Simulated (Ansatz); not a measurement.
# HAlP, quartet: breathe scan

Starting geometry (PBE0/def2-TZVP stationary point for this spin, not checked as a minimum):

```xyz
3

Al    0.0000   -0.1077    1.2377
P     0.0000    0.0510   -1.1432
H     0.0000    1.3154    1.9991
```

From there all distances are scaled together; atoms are numbered as listed. Energies are in kcal/mol, counted from the starting geometry at the same level. Kohn–Sham curves are unrestricted where that lies lower.

Basis 6-31G; Ansatz 0.2.0. Correlated methods freeze the noble-gas cores.

Unrestricted Kohn–Sham rows aren't spin-pure: their determinants' ⟨S²⟩ exceeds S(S+1) by up to 0.93, so they mix in states of higher spin.

In so small a basis the reference is far from its limit while semilocal and hybrid functionals are nearer theirs (RPA and double hybrids share much of the reference's basis error), so the functionals' errors here hold much of the reference's basis and frozen-core error, which can add to them or hide them.

Full CI is exact within this basis and frozen core; it isn't the basis-set limit.

```csv
scale of all distances,full CI,PBE,r2SCAN,PBE0,B3LYP,r2SCANh,wB97M-V,B2PLYP,PBE-QIDH,RPA-PBE
0.865,37.0,34.1,32.9,32.8,33.3,32.6,31.9,33.8,32.9,37.9
1.000,0.0,0.0,0.0,0.0,0.0,0.0,0.0,0.0,0.0,0.0
1.125,0.2,2.4,3.7,3.9,2.7,4.1,4.2,3.0,4.5,-1.0
1.300,12.9,20.3,23.3,23.2,20.1,23.8,21.7,20.1,23.1,11.0
1.484,24.8,39.0,43.0,42.0,37.7,43.5,38.1,36.1,39.6,22.9
1.775,40.7,61.7,65.7,64.7,59.5,65.7,61.0,57.6,61.2,38.5
1.967,48.9,72.6,74.6,74.3,69.3,74.2,72.5,66.1,68.7,47.7
2.360,58.8,84.3,84.2,83.5,80.0,83.4,82.6,74.5,75.0,57.4
```
